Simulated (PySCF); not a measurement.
**The first ionisation energy along group 13**

All values are computed (PySCF 2.14, energy differences of UHF-based or UKS calculations, no spin-orbit coupling). Values in eV. The last column holds reference values (NIST; (s) semi-empirical, (t) theoretical, else measured). Unmarked ones compare directly (S terms, centres of terms, or small fine structure); those marked * lie between the lowest fine-structure levels and include a spin-orbit shift.

```json
{"element": "B (aug-cc-pVQZ-DK, spin-free X2C)", "configurations": "[He] 2s2 2p1 → [He] 2s2", "SCS-MP2 (valence)": "8.257", "CCSD (valence)": "8.190", "CCSD(T) (valence)": "8.230", "PBE": "8.671", "PBE0": "8.645", "r2SCAN": "8.768", "reference": "8.297"}
{"element": "Al (aug-cc-pVQZ-DK, spin-free X2C)", "configurations": "[Ne] 3s2 3p1 → [Ne] 3s2", "SCS-MP2 (valence)": "5.830", "CCSD (valence)": "5.922", "CCSD(T) (valence)": "5.956", "PBE": "6.067", "PBE0": "6.087", "r2SCAN": "6.171", "reference": "5.977"}
{"element": "In (aug-cc-pVQZ-DK3, spin-free X2C)", "configurations": "[Kr] 4d10 5s2 5p1 → [Kr] 4d10 5s2", "SCS-MP2 (valence)": "5.412", "CCSD (valence)": "5.471", "CCSD(T) (valence)": "5.494", "PBE": "5.599", "PBE0": "5.628", "r2SCAN": "5.723", "reference": "5.603"}
{"element": "Tl (aug-cc-pVQZ-DK3, spin-free X2C)", "configurations": "[Xe] 4f14 5d10 6s2 6p1 → [Xe] 4f14 5d10 6s2", "SCS-MP2 (valence)": "5.176", "CCSD (valence)": "5.230", "CCSD(T) (valence)": "5.246", "PBE": "n/a", "PBE0": "n/a", "r2SCAN": "n/a", "reference": "5.464"}
```

Task: Fill in the row of Ga (aug-cc-pVQZ-DK, spin-free X2C) ([Ar] 3d10 4s2 4p1 → [Ar] 3d10 4s2).

Result: SCS-MP2 (valence) 5.751; CCSD (valence) 5.814; CCSD(T) (valence) 5.841; PBE 5.958; PBE0 5.980; r2SCAN 6.106; reference 5.931 (eV).

"Valence" correlates the outer s and p shells and, in groups 3 to 12 and the f block, the outer d or f shell, open or full, or the next shell where the ion has no valence electron left; the wider scheme adds the next inner shell.
